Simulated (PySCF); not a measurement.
Compound: H₇NSi₂.
Structure used (PBE0-D3(BJ)/def2-SVP), in Å, numbered top down from 1:
```
atom  x, y, z in Å
Si1    1.5563    0.2096    0.2350
N2     0.0941   -0.2592   -0.5848
Si3   -1.5545   -0.1405   -0.0384
H4     2.6152   -0.8308    0.0490
H5     2.1232    1.5081   -0.2525
H6     1.2306    0.3520    1.6844
H7     0.2118   -0.5675   -1.5469
H8    -2.3173   -1.3632   -0.4392
H9    -2.2871    1.0420   -0.5959
H10   -1.5299   -0.0179    1.4486
```

Method: TDDFT wB97X-D/def2-SVPD, vertical, gas phase, core orbitals frozen in the response in PySCF.

Ground-to-excited transition dipoles (e·a0, same axes as the geometry; the sign carries no meaning), for the states with f of 0.002 or more among the lowest 9:

```
state  E (hartree)      μx      μy      μz
   S1       0.2306  -0.012   0.130  -0.058
   S2       0.2706  -0.060   0.378   0.011
   S3       0.2835  -0.025  -0.409   0.172
   S4       0.2863  -0.183   0.088  -0.063
   S6       0.2959   0.040  -0.079   0.053
   S8       0.3118   0.341   0.025   0.028
   S9       0.3156  -0.005   0.303  -0.197
```

What oscillator strength does each state have?

f = (2/3) ΔE |μ|² with ΔE in hartree (27.2114 eV).

| state | \|μ\|² (au) | \|μ\| (D) | f |
| --- | --- | --- | --- |
| S1 | 0.020 | 0.36 | 0.003 |
| S2 | 0.147 | 0.97 | 0.026 |
| S3 | 0.198 | 1.13 | 0.037 |
| S4 | 0.045 | 0.54 | 0.009 |
| S6 | 0.011 | 0.26 | 0.002 |
| S8 | 0.118 | 0.87 | 0.024 |
| S9 | 0.131 | 0.92 | 0.028 |

What angle do the transition dipoles of S2 and S3 make?

|cos θ| = |μa·μb| / (|μa| |μb|) = 0.89, so θ ≈ 27° (taken between 0 and 90°, since the signs are arbitrary).

How is the summed strength of these states shared among x, y and z?

(2/3) Σ ΔE μα² gives 0.032 for x, 0.082 for y and 0.016 for z, 0.130 in all.

What peak molar absorption coefficient would the strongest computed level give as a lone Gaussian band 0.4 eV wide at half height?

ε(max) = 2.175×10⁸ f / FWHM, with the width in cm⁻¹. S3: 2.175×10⁸ × 0.0374 / 3226 ≈ 2500 L mol⁻¹ cm⁻¹.

The vertical ionisation energy (ΔSCF) is 9.62 eV, 1.03 eV above S9.
